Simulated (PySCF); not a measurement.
**How does the HOMO energy change from B97-2/pcSseg-1 to PBE0/pcSseg-1?**

PySCF (NMR shieldings with GIAOs, density fitting), isolated neutral molecules in closed-shell states, PBE0-D3(BJ)/def2-SVP geometries kept fixed through all settings. B97-2: 21 % exact exchange; PBE0: 25 % exact exchange.

HOMO energy (eV):

```csv
molecule,B97-2/pcSseg-1,PBE0/pcSseg-1
C=CCC(=C)F,-7.07,-7.33
F[C@@]12CC[C@@H]1C2,-7.17,-7.43
CCC1=C[C@@H]1F,-7.64,-7.89
CC#C[C@@H](C)F,-7.26,-7.51
C=C(C)C(=C)F,-6.66,-6.91
C=CC/C=C/F,-7.01,-7.27
FC1=CCCC1,-6.56,-6.80
F[C@H]1[C@H]2CC[C@@H]12,-7.48,?
C=CC/C=C\F,-7.01,-7.27
C=CC(F)C=C,-7.38,-7.64
```

Task: Predict the missing value of `F[C@H]1[C@H]2CC[C@@H]12` from the other molecules.

Result: The functional change moves the other 9 molecules by -0.25 eV on average (standard deviation 0.01), which puts `F[C@H]1[C@H]2CC[C@@H]12` at -7.48 − 0.25 = -7.73 eV. A straight line through the pairs, y = 1.008x − 0.20, gives -7.74 eV. The run gave -7.74 eV: the mean change misses by 0.01, the line by 0.00 eV.

Task: Which of the two rules would one have trusted beforehand?

Result: Leaving out each listed molecule in turn and predicting it from the rest, the mean change misses by 0.007 eV on average and the line by 0.008; so neither has a clear lead.

Task: Is the change the same for all, and does it alter the order of the molecules?

Result: Among the 9 molecules with both values given it runs from -0.26 eV for `F[C@@]12CC[C@@H]1C2` to -0.24 eV for `FC1=CCCC1`; `F[C@H]1[C@H]2CC[C@@H]12` moves by -0.26 eV, inside this range. The change is of one sign for all of them. No pair among the 9 changes order.

The figures describe these molecules alone; neither level is taken as the truth.
